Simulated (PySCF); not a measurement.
Compound: C5H11N.
Cartesian coordinates in Å at the PBE0-D3(BJ)/def2-TZVP level; atoms count from 1:
```
atom  x, y, z in Å
N1     2.153   -0.101    0.259
C2     0.759   -0.262    0.650
C3     0.025   -1.242   -0.290
C4    -1.008   -0.408   -1.043
C5    -1.430    0.627   -0.006
C6    -0.102    1.026    0.628
H7     2.205    0.288   -0.677
H8     2.614    0.564    0.870
H9     0.775   -0.675    1.663
H10   -0.488   -2.006    0.301
H11    0.732   -1.763   -0.937
H12   -0.543    0.099   -1.896
H13   -1.838   -1.001   -1.433
H14   -1.978    1.473   -0.428
H15   -2.081    0.156    0.739
H16   -0.211    1.477    1.617
H17    0.399    1.764   -0.008
```

The calculation used PBE0-D3(BJ)/def2-TZVP geometry optimisation, gas phase in PySCF.

Take the most abundant isotopes and a rigid rotor. The values belong to one conformer with, in the numbering `[NH2:1][CH:2]1[CH2:3][CH2:4][CH2:5][CH2:6]1`, H–N1–C2–C3 62° and 179°, N1–C2–C3–C4 -113°, C2–C3–C4–C5 -34°, C3–C4–C5–C6 43°, C4–C5–C6–C2 -35°.

Q: Give the principal moments of inertia and the rotational constants in GHz.

A: Ia = 85.14, Ib = 160.62, Ic = 208.73 u·Å²; 505379 MHz·u·Å²/I gives 5936, 3146 and 2421 MHz, that is A = 5.9360, B = 3.1464, C = 2.4213 GHz.

Q: What kind of rotor is it?

A: An asymmetric top; Ray's κ = -0.587.

Q: Is it planar, by Δ = Ic − Ia − Ib?

A: Not planar: Δ = Ic − Ia − Ib = -37.03 u·Å². For a rigid frame Δ = −2 Σ m c², so Σ m c² = 18.52 u·Å² lies off the ab plane: 11.09 from hydrogen and 7.42 from heavier atoms. The atom farthest from that plane is 1.50 Å away.

Q: Which lines would a microwave search look for?

A: The dipole components are |μa| = 0.68 D, |μb| = 1.00 D, |μc| = 0.42 D. Intensities carry the squares of the components, which stand as 0.47 : 1.00 : 0.18 (a : b : c). Some lines, for components of 0.1 D or more:

```json
{"type": "a", "branch": "Q", "J(Ka,Kc)": "1(1,0) ← 1(1,1)", "MHz": "725", "lower level (cm⁻¹)": "0.279"}
{"type": "c", "branch": "Q", "J(Ka,Kc)": "1(1,1) ← 1(0,1)", "MHz": "2790", "lower level (cm⁻¹)": "0.186"}
{"type": "b", "branch": "Q", "J(Ka,Kc)": "1(1,0) ← 1(0,1)", "MHz": "3515", "lower level (cm⁻¹)": "0.186"}
{"type": "b", "branch": "Q", "J(Ka,Kc)": "4(2,2) ← 4(1,3)", "MHz": "7775", "lower level (cm⁻¹)": "2.071"}
{"type": "b", "branch": "R", "J(Ka,Kc)": "2(0,2) ← 1(1,1)", "MHz": "8222", "lower level (cm⁻¹)": "0.279"}
{"type": "b", "branch": "R", "J(Ka,Kc)": "1(1,1) ← 0(0,0)", "MHz": "8357", "lower level (cm⁻¹)": "0.000"}
{"type": "b", "branch": "Q", "J(Ka,Kc)": "4(2,3) ← 4(1,4)", "MHz": "13270", "lower level (cm⁻¹)": "1.832"}
{"type": "a", "branch": "R", "J(Ka,Kc)": "3(2,2) ← 2(2,1)", "MHz": "16703", "lower level (cm⁻¹)": "0.978"}
{"type": "b", "branch": "R", "J(Ka,Kc)": "2(2,1) ← 1(1,0)", "MHz": "20229", "lower level (cm⁻¹)": "0.303"}
{"type": "b", "branch": "R", "J(Ka,Kc)": "2(2,0) ← 1(1,1)", "MHz": "21078", "lower level (cm⁻¹)": "0.279"}
{"type": "c", "branch": "Q", "J(Ka,Kc)": "4(4,1) ← 4(3,1)", "MHz": "21785", "lower level (cm⁻¹)": "2.816"}
{"type": "c", "branch": "R", "J(Ka,Kc)": "3(1,2) ← 2(0,2)", "MHz": "22069", "lower level (cm⁻¹)": "0.553"}
{"type": "b", "branch": "R", "J(Ka,Kc)": "4(1,4) ← 3(0,3)", "MHz": "22110", "lower level (cm⁻¹)": "1.094"}
{"type": "a", "branch": "R", "J(Ka,Kc)": "4(2,2) ← 3(2,1)", "MHz": "23241", "lower level (cm⁻¹)": "1.555"}
{"type": "c", "branch": "R", "J(Ka,Kc)": "3(3,1) ← 2(2,1)", "MHz": "32536", "lower level (cm⁻¹)": "0.978"}
{"type": "b", "branch": "R", "J(Ka,Kc)": "4(4,1) ← 3(3,0)", "MHz": "44348", "lower level (cm⁻¹)": "2.063"}
{"type": "c", "branch": "R", "J(Ka,Kc)": "4(4,1) ← 3(3,1)", "MHz": "44361", "lower level (cm⁻¹)": "2.063"}
{"type": "b", "branch": "R", "J(Ka,Kc)": "4(4,0) ← 3(3,1)", "MHz": "44363", "lower level (cm⁻¹)": "2.063"}
```

Q: Estimate the classical rotational partition function at 10 K, 25 K and 500 K.

A: Point group C1, symmetry number σ = 1; q = (√π/σ)·√((kT/h)³/(ABC)), k/h = 20836.6 MHz/K: 793 at 10 K, 3130 at 25 K, 280000 at 500 K.

Stationary, but not proved a minimum. Constants of a rigid frame at the computed geometry: no zero-point averaging, no centrifugal distortion. A rigid rotor knows nothing of inversion at nitrogen, which can split or shift real lines. Quadrupole hyperfine structure (14N) is left out.
